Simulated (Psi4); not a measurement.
**TD-PBE0/6-31G(d) (spherical functions, save jk yes, sweep point 3) run of BSiH5 (SMILES B[SiH3])**

Aim: the excited states of BSiH5. 

The calculation is run with Psi4 1.11.

4 further runs of the same task are left out: 4 set aside as unsound or not needed.

## Step 1: The structure to begin with

BSiH5 has 7 atoms, charge 0, and is taken as a singlet. As SMILES, `B[SiH3]`. Geometry: relaxed at PBE0-D4/def2-TZVP.

Bond lengths: B1–Si2 2.010 Å, B1–H3 1.196 Å, B1–H4 1.195 Å, Si2–H5 1.492 Å, Si2–H6 1.492 Å, Si2–H7 1.487 Å. Angles: B1–Si2–H5 108.8°, B1–Si2–H6 108.8°, B1–Si2–H7 115.1°, Si2–B1–H3 118.9°, Si2–B1–H4 123.6°, H5–Si2–H6 107.3°, H5–Si2–H7 108.3°, H6–Si2–H7 108.3°, H3–B1–H4 117.5°.

## Step 2: The excited states at TD-PBE0/6-31G(d) (spherical functions, save jk yes, sweep point 3)

The input, bh5si.in:

```
memory 1600 MB

molecule {
  B     -0.08163617    -2.24688436     0.38607105
  Si     0.16837460     1.48400193    -0.28062433
  H     -2.12783162    -3.19477099     0.54820955
  H      1.71284776    -3.59520395     0.63381414
  H     -1.16407129     2.06622654    -2.69701713
  H     -1.17843321     2.86614761     1.77558667
  H      2.78640117     2.49217081    -0.45258941
  units bohr
  symmetry c1
}

set {
  basis 6-31G*
  puream true
  scf_type pk
  dft_radial_points 99
  dft_spherical_points 590
  save_jk true
}

from psi4.driver.procrouting.response.scf_response import tdscf_excitations
result, w = energy("pbe0", return_wfn=True)
states = tdscf_excitations(w, states=3, tda=False)
```

Started as:

```
$ psi4 bh5si.in bh5si.out -n 1
```

bh5si.out:

```text
[...]
  Running in c1 symmetry.
[...]
  Nuclear repulsion =   47.564448940982651
[...]
  Multiplicity = 1
[...]
  Nalpha       = 12
  Nbeta        = 12
[...]
    Number of basis functions: 42
[...]
   @RKS iter   1:  -317.06257624102858   -5.78437e-01   5.09761e-03 ADIIS/DIIS
[...]
   @RKS iter   7:  -317.10290926136094   -3.69334e-09   1.68912e-07 DIIS
[...]
    Orbital Energies [Eh]
    ---------------------
    Doubly Occupied:
       1A    -66.222001     2A     -6.803213     3A     -5.313187
       4A     -3.646396     5A     -3.646111     6A     -3.645053
       7A     -0.572844     8A     -0.493805     9A     -0.380231
      10A     -0.358499    11A     -0.341381    12A     -0.307888
[...]
  @RKS Final Energy:  -317.10290926136094
   => Energetics <=
    Nuclear Repulsion Energy =             47.5644489409826505
    One-Electron Energy =                -531.5794308364809240
    Two-Electron Energy =                 187.0484854287780649
    DFT Exchange-Correlation Energy =     -20.1364127946407194
    Empirical Dispersion Energy =           0.0000000000000000
    VV10 Nonlocal Energy =                  0.0000000000000000
    Total Energy =                       -317.1029092613609350
[...]
 Multipole Moments:
 ------------------------------------------------------------------------------------
     Multipole            Electronic (a.u.)      Nuclear  (a.u.)        Total (a.u.)
 ------------------------------------------------------------------------------------
 L = 1.  Multiply by 2.5417464519 to convert [e a0] to [Debye]
 Dipole X            :          0.1124183           -0.1158999           -0.0034816
 Dipole Y            :         -0.8465649            0.6794414           -0.1671235
 Dipole Z            :          0.1520245           -0.1220477            0.0299769
 Magnitude           :                                                    0.1698264
[...]
**********                               WARNING                                **********
**********       The names of excited state variables changed between 1.5       **********
[...]
**********                               WARNING                                **********
**********  Length-gauge rotatory strengths are **NOT** gauge-origin invariant  **********
[...]
                                    Excitation Energy         Total Energy        Oscillator Strength             Rotatory Strength
[...]
Excited State    1 (1 A):   0.16097 au   283.06 nm f = 0.0047
[...]
Excited State    2 (1 A):   0.19878 au   229.21 nm f = 0.0025
[...]
Excited State    3 (1 A):   0.23817 au   191.30 nm f = 0.0073
[...]
**********                               WARNING                                **********
**********       The names of excited state variables changed between 1.5       **********
[...]
```

Wall time 19 s (1 thread of Intel Xeon Platinum 8375C at 2.90GHz (Ice Lake), shared host); peak memory 0.69 GiB.

The roots found:

```tsv
excited state	energy (eV)	strength	label
1	4.380	0.0047	A 1
2	5.409	0.0025	A 1
3	6.481	0.0073	A 1
```

## Step 3: What came out

Level: TD-PBE0/6-31G* (spherical functions, save jk yes, sweep point 3).

| quantity | value |
| --- | --- |
| ground-state or mean-field energy | -317.10291 Eh |
| dipole moment (PBE0 Kohn–Sham density) | 0.43 D |
| HOMO energy (PBE0 Kohn–Sham orbitals) | -8.38 eV |
| LUMO energy (PBE0 Kohn–Sham orbitals) | -2.20 eV |
| HOMO–LUMO gap (PBE0 Kohn–Sham orbitals) | 6.17 eV |
| lowest excitation energy | 4.38 eV |
